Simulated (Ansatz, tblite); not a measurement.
Spin states of the cluster MgO2⁻ (the lowest doublet isomer of a short search), each relaxed with r2SCAN-D4/def2-TZVPD in Ansatz. Electronic energies in the gas phase.

The xTB rows come from tblite. LC-ωPBE has ω = 0.4 bohr⁻¹. B3LYP takes the VWN-RPA correlation. Correlated methods freeze 3 core orbitals; core or outer-core shells of Mg are correlated, in sets that lack core-valence functions. The structure comes from a short search, and lower isomers may exist.

Doublet geometry (D∞h within 0.1 Å):

```csv
atom,x (Å),y (Å),z (Å)
Mg1,0.001,-0.001,0.003
O2,-1.053,1.144,0.976
O3,1.052,-1.143,-0.979
```

Quartet geometry (C2v within 0.1 Å):

```xyz
3

Mg    0.430   -0.509    0.146
O     0.882    0.859   -1.138
O    -1.312   -0.350    0.992
```

⟨S²⟩: doublet 0.83 at PBE0-D4/def2-TZVPD (pure 0.75), quartet 3.76 at PBE0-D4/def2-TZVPD (pure 3.75).

Run but left out: HF/STO-3G (doublet: a determinant that CCSD turns far, T1 0.149); HF/def2-TZVPD, HF/def2-TZVPPD, B2PLYP/def2-TZVPD, MP2/def2-TZVPD, MP2/def2-TZVPPD, CCSD/def2-TZVPPD, CCSD(T)/def2-TZVPPD (doublet: ⟨S²⟩ 1.02 to 1.59, where a pure state has 0.75).

Only these spin states were relaxed.

```
               level  quartet − doublet (kcal/mol)  lowest of these                                                             remarks
            GFN1-xTB                          83.4          doublet                                                                   –
            GFN2-xTB                          75.0          doublet                                                                   –
   PBE-D4/def2-TZVPD                          44.2          doublet                                           HOMO above zero (quartet)
r2SCAN-D4/def2-TZVPD                          31.7          doublet                HOMO above zero (doublet), HOMO above zero (quartet)
   B97M-V/def2-TZVPD                          33.3          doublet                HOMO above zero (doublet), HOMO above zero (quartet)
 B3LYP-D4/def2-TZVPD                          31.9          doublet                                           HOMO above zero (quartet)
  PBE0-D4/def2-TZVPD                          24.3          doublet  HOMO above zero (quartet), spin-contaminated (⟨S²⟩ 0.83) (doublet)
  LC-ωPBE/def2-TZVPD                          19.0          doublet                                                                   –
  RPA@PBE/def2-TZVPD                          43.7          doublet                                                                   –
```

Change of the quartet − doublet gap on mixing in exact exchange, in kcal/mol: PBE to PBE0 (25 % exact exchange) -19.8.

The xTB methods have no term that favours high spin, so they put low spin too low.
